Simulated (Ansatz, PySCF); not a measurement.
This PySCF input computes a CCSD(T)/cc-pVDZ energy:

```python
from pyscf import gto, scf, mp, cc as ccmod

mol = gto.M(
    atom='''
    C     0.10850459    0.05504033   -0.05250686
    O     0.22328157    1.21371744   -0.51862629
    O    -1.20140996   -0.25340913    0.44854802
    H    -1.65579332    0.58035355    0.27135946
    C     1.01286197   -0.97365632    0.06482395
    H     0.72779788   -1.92009361    0.50193316
    H     2.02482319   -0.83103053   -0.28656900
    ''',
    basis='cc-pvdz',
    charge=-1,
    spin=0,
    verbose=4,
)

mf = scf.RHF(mol)
mf.conv_tol = 1e-10
mf.max_cycle = 100
mf.kernel()
mp2 = mp.MP2(mf, frozen=4).run()
cc = ccmod.CCSD(mf, frozen=4)
cc.max_cycle = 100
cc.kernel()
et = cc.ccsd_t()
print(f'E(CCSD(T)) = {cc.e_tot + et:.9f}')
```

Problem. Write an input for the same energy in Ansatz (a first-principles code) and say what it gives.

Solution. 
Ansatz 0.2 input:
```yaml
crystal:
  periodic: [false, false, false]
  atoms:
    - {symbol: C, position_ang: [0.10850459, 0.05504033, -0.05250686]}
    - {symbol: O, position_ang: [0.22328157, 1.21371744, -0.51862629]}
    - {symbol: O, position_ang: [-1.20140996, -0.25340913, 0.44854802]}
    - {symbol: H, position_ang: [-1.65579332, 0.58035355, 0.27135946]}
    - {symbol: C, position_ang: [1.01286197, -0.97365632, 0.06482395]}
    - {symbol: H, position_ang: [0.72779788, -1.92009361, 0.50193316]}
    - {symbol: H, position_ang: [2.02482319, -0.83103053, -0.28656900]}
basis:
  gaussian:
    orbitals: cc-pVDZ
total_charge: -1
magnetization: {spin_polarized: false}
correlation: {method: ccsd_t, electrons: outside_noble_gas}
```
It gives -227.88320 Eh, and PySCF -227.88321 Eh, a difference of 0.01 mEh.

It need not be the lowest isomer of its formula. Whether it binds its extra electron was not tested at this geometry.
